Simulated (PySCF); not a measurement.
C6H4.
Bonds: C1–C2 (triple), C2–C3, C3–C4 (double), C4–C5 (double), C5–C6 (double). Hydrogens: H7 on C1; H8 on C3; H9, H10 on C6.

Computed, not measured: PBE0-D3(BJ)/def2-SVP geometry optimisation, gas phase in PySCF.

Give the optimised bond lengths and angles.

```csv
bond,length (pm)
C1≡C2,121.5
C2–C3,141.8
C3=C4,133.1
C4=C5,126.9
C5=C6,132.0
C1–H7,107.4
C3–H8,109.9
"C6–H9, C6–H10",109.5
```

Bonds in one row agree within 1 pm and their mean is given. A selection of angles:
```csv
angle,degrees
C2–C1–H7,179.6
C1–C2–C3,178.4
C2–C3–C4,124.3
C2–C3–H8,116.9
C4–C3–H8,118.8
C3–C4–C5,179.5
C4–C5–C6,180.0
C5–C6–H9,121.1
H9–C6–H10,117.7
```

The 5 C–C bonds span 1.215 Å (C1≡C2, drawn triple) to 1.418 Å (C2–C3, drawn single), a spread of 0.203 Å. The 6 heavy atoms lie in one plane (0.000 Å rms).

Point group: Cs (every atom within 0.08 Å of its image). Whether it is a minimum is left open (no frequencies).
